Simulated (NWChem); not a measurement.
Program: NWChem. System: ethanol (C2H6O), charge 0, spin multiplicity 1, at a geometry optimised with B3LYP/def2-SVP. Level: RHF/def2-TZVP.

NWChem printed:

```
             Northwest Computational Chemistry Package (NWChem) 7.3.0
             --------------------------------------------------------

                                NWChem Input Module
                                -------------------

 Scaling coordinates for geometry "geometry" by  1.889725989
 (inverse scale =  0.529177249)

                             Geometry "geometry" -> ""
                             -------------------------

 Output coordinates in angstroms (scale by  1.889725989 to convert to a.u.)

  No.       Tag          Charge          X              Y              Z
 ---- ---------------- ---------- -------------- -------------- --------------
    1 C                    6.0000    -1.20340100     0.13643200     0.25063500
    2 C                    6.0000     0.07739000    -0.42639400    -0.35549500
    3 O                    8.0000     1.22870100     0.31321600    -0.00275500
    4 H                    1.0000    -2.08754000    -0.42787700    -0.08921100
    5 H                    1.0000    -1.33347600     1.19312400    -0.03170200
    6 H                    1.0000    -1.17892400     0.08035200     1.35322100
    7 H                    1.0000     0.18242600    -1.49778700    -0.08328900
    8 H                    1.0000     0.01932300    -0.38917000    -1.45594600
    9 H                    1.0000     1.32465500     0.27540200     0.95813200

 Effective nuclear repulsion energy (a.u.)      81.5052720398

            Nuclear Dipole moment (a.u.)
            ----------------------------
        X                 Y               Z
 ---------------- ---------------- ----------------
     0.0000113384    -0.0000000000     0.0000094486


 Summary of "ao basis" -> "" (spherical)
 ------------------------------------------------------------------------------
       Tag                 Description            Shells   Functions and Types
 ---------------- ------------------------------  ------  ---------------------
 *                         def2-tzvp                  on all atoms

 Summary of "ao basis" -> "ao basis" (spherical)
 ------------------------------------------------------------------------------
       Tag                 Description            Shells   Functions and Types
 ---------------- ------------------------------  ------  ---------------------
 C                         def2-tzvp                11       31   5s3p2d1f
 O                         def2-tzvp                11       31   5s3p2d1f
 H                         def2-tzvp                 4        6   3s1p

                                 NWChem SCF Module
                                 -----------------

  ao basis        = "ao basis"
  functions       =   129
  atoms           =     9
  closed shells   =    13
  open shells     =     0
  charge          =   0.00
  wavefunction    = RHF
  use symmetry    = F
  symmetry adapt  = F

 Summary of "ao basis" -> "ao basis" (spherical)
 ------------------------------------------------------------------------------
       Tag                 Description            Shells   Functions and Types
 ---------------- ------------------------------  ------  ---------------------
 C                         def2-tzvp                11       31   5s3p2d1f
 O                         def2-tzvp                11       31   5s3p2d1f
 H                         def2-tzvp                 4        6   3s1p

 Forming initial guess at       0.1s

      Superposition of Atomic Density Guess
      -------------------------------------

 Sum of atomic energies:        -153.12581886

      Non-variational initial energy
      ------------------------------

 Total energy =    -154.773469
 1-e energy   =    -367.906369
 2-e energy   =     131.627628
 HOMO         =      -0.369055
 LUMO         =       0.069225

 Starting SCF solution at       4.9s

 ----------------------------------------------
         Quadratically convergent ROHF

 Convergence threshold     :          1.000E-07
 Maximum no. of iterations :          100
 Final Fock-matrix accuracy:          1.000E-09
 ----------------------------------------------

              iter       energy          gnorm     gmax       time
             ----- ------------------- --------- --------- --------
                 1     -154.0927202875  9.07D-01  1.13D-01      5.5
                 2     -154.1372202273  3.20D-01  5.16D-02      6.6
                 3     -154.1442304691  1.49D-02  2.23D-03      7.8
                 4     -154.1442540718  1.23D-04  2.10D-05      9.4
                 5     -154.1442540735  1.15D-08  1.64D-09     12.0

       Final RHF  results
       ------------------

         Total SCF energy =   -154.144254073499
      One-electron energy =   -370.974018431254
      Two-electron energy =    135.324492318000
 Nuclear repulsion energy =     81.505272039754

        Time for solution =      7.1s

             Final eigenvalues
             -----------------

              1
    1  -20.5538
    2  -11.2762
    3  -11.2215
    4   -1.3585
    5   -1.0078
    6   -0.8440
    7   -0.6853
    8   -0.6220
    9   -0.6058
   10   -0.5430
   11   -0.5244
   12   -0.4783
   13   -0.4420
   14    0.1326
   15    0.1733
   16    0.1844
   17    0.2130
   18    0.2242
   19    0.2397
   20    0.2733
   21    0.3091
   22    0.3157
   23    0.3534

                       ROHF Final Molecular Orbital Analysis
                       -------------------------------------

 Vector   11  Occ=2.000000D+00  E=-5.243917D-01
              MO Center= -7.9D-01, -1.3D-02,  1.5D-01, r^2= 2.6D+00
   Bfn.  Coefficient  Atom+Function         Bfn.  Coefficient  Atom+Function
  ----- ------------  ---------------      ----- ------------  ---------------
    95      0.207312  4 H  s                  8     -0.180492  1 C  pz
    68     -0.169792  3 O  px               107     -0.164393  6 H  s
    11     -0.155874  1 C  pz                71     -0.155734  3 O  px

 Vector   12  Occ=2.000000D+00  E=-4.783101D-01
              MO Center= -9.8D-03, -1.1D-01, -1.8D-01, r^2= 2.5D+00
   Bfn.  Coefficient  Atom+Function         Bfn.  Coefficient  Atom+Function
  ----- ------------  ---------------      ----- ------------  ---------------
    39      0.201860  2 C  pz               119     -0.202650  8 H  s
    42      0.173042  2 C  pz                70     -0.158393  3 O  pz

 Vector   13  Occ=2.000000D+00  E=-4.419746D-01
              MO Center=  4.8D-01, -6.2D-02, -3.1D-02, r^2= 2.0D+00
   Bfn.  Coefficient  Atom+Function         Bfn.  Coefficient  Atom+Function
  ----- ------------  ---------------      ----- ------------  ---------------
    69      0.295421  3 O  py                72      0.267298  3 O  py
    75      0.212563  3 O  py                68     -0.204637  3 O  px
   113      0.186424  7 H  s                 71     -0.185231  3 O  px
    38     -0.153141  2 C  py

 Vector   14  Occ=0.000000D+00  E= 1.326467D-01
              MO Center= -7.5D-02, -1.6D-01,  8.7D-01, r^2= 6.8D+00
   Bfn.  Coefficient  Atom+Function         Bfn.  Coefficient  Atom+Function
  ----- ------------  ---------------      ----- ------------  ---------------
     5      3.276132  1 C  s                 36      2.013697  2 C  s
   108     -1.663676  6 H  s                114     -1.331184  7 H  s
    96     -1.215788  4 H  s                102     -1.212727  5 H  s
   126     -1.130912  9 H  s                120     -0.892748  8 H  s
     4     -0.510905  1 C  s                 44     -0.490971  2 C  py

 Vector   15  Occ=0.000000D+00  E= 1.732786D-01
              MO Center= -2.0D-01,  9.0D-02,  2.5D-01, r^2= 8.3D+00
   Bfn.  Coefficient  Atom+Function         Bfn.  Coefficient  Atom+Function
  ----- ------------  ---------------      ----- ------------  ---------------
     5      4.384566  1 C  s                 96     -1.837753  4 H  s
   102     -1.470861  5 H  s                126      1.414531  9 H  s
   120     -1.184000  8 H  s                 67     -1.023986  3 O  s
    45     -0.723161  2 C  pz               108     -0.726091  6 H  s
    43      0.682898  2 C  px                36     -0.615776  2 C  s

 Vector   16  Occ=0.000000D+00  E= 1.844080D-01
              MO Center= -4.6D-01, -5.6D-01, -2.3D-01, r^2= 8.0D+00
   Bfn.  Coefficient  Atom+Function         Bfn.  Coefficient  Atom+Function
  ----- ------------  ---------------      ----- ------------  ---------------
    36      6.857962  2 C  s                  5     -6.005437  1 C  s
   114     -2.271503  7 H  s                120     -2.236937  8 H  s
   108      1.636985  6 H  s                102      1.343911  5 H  s
    43     -1.241725  2 C  px                12     -1.204275  1 C  px
    96      0.605618  4 H  s                 67     -0.418633  3 O  s

 center of mass
 --------------
 x =   0.12490582 y =   0.03112620 z =  -0.02651770

 moments of inertia (a.u.)
 ------------------
          54.501593987294         -10.803599769588          14.652179829432
         -10.803599769588         207.007564852157         -11.780179959685
          14.652179829432         -11.780179959685         210.196406086356

  Mulliken analysis of the total density
  --------------------------------------

    Atom       Charge   Shell Charges
 -----------   ------   -------------------------------------------------------
    1 C    6     6.32   0.85  1.12  0.47  0.67  0.08  1.25  1.40  0.38  0.02  0.06  0.00
    2 C    6     5.92   0.85  1.12  0.48  0.63  0.05  1.19  1.24  0.19  0.03  0.11  0.01
    3 O    8     8.54   0.79  1.18  0.56  0.96  0.31  1.85  2.05  0.81  0.00  0.03  0.00
    4 H    1     0.90   0.26  0.50  0.12  0.02
    5 H    1     0.89   0.26  0.49  0.11  0.02
    6 H    1     0.91   0.26  0.50  0.13  0.02
    7 H    1     0.93   0.27  0.51  0.13  0.02
    8 H    1     0.91   0.27  0.51  0.11  0.02
    9 H    1     0.68   0.25  0.35  0.04  0.05

       Multipole analysis of the density wrt the origin
       ------------------------------------------------

     L   x y z        total         open         nuclear
     -   - - -        -----         ----         -------
     0   0 0 0     -0.000000      0.000000     26.000000

     1   1 0 0     -0.456989      0.000000      0.000011
     1   0 1 0     -0.314035      0.000000     -0.000000
     1   0 0 1      0.444534      0.000000      0.000009

     2   2 0 0    -16.465085      0.000000    107.549155
     2   1 1 0     -0.457967      0.000000      4.239714
     2   1 0 1      1.852410      0.000000     -7.652112
     2   0 2 0    -15.246476      0.000000     21.680406
     2   0 1 1      0.340117      0.000000      7.756574
     2   0 0 2    -13.261522      0.000000     21.498278

 Task  times  cpu:       12.3s     wall:       12.3s

 Total times  cpu:       12.4s     wall:       12.4s
```

Write an NWChem input that would produce this output.

This is not unique; one that fits is 
```
start mol
memory heap 200 mb stack 900 mb global 1100 mb
geometry units angstroms nocenter noautoz noautosym
  C     -1.203401     0.136432     0.250635
  C      0.077390    -0.426394    -0.355495
  O      1.228701     0.313216    -0.002755
  H     -2.087540    -0.427877    -0.089211
  H     -1.333476     1.193124    -0.031702
  H     -1.178924     0.080352     1.353221
  H      0.182426    -1.497787    -0.083289
  H      0.019323    -0.389170    -1.455946
  H      1.324655     0.275402     0.958132
end
basis spherical
  * library def2-tzvp
end
scf
  rhf
  nopen 0
  maxiter 100
  thresh 1e-7
  semidirect memsize 60000000 filesize 0
end
task scf energy
```
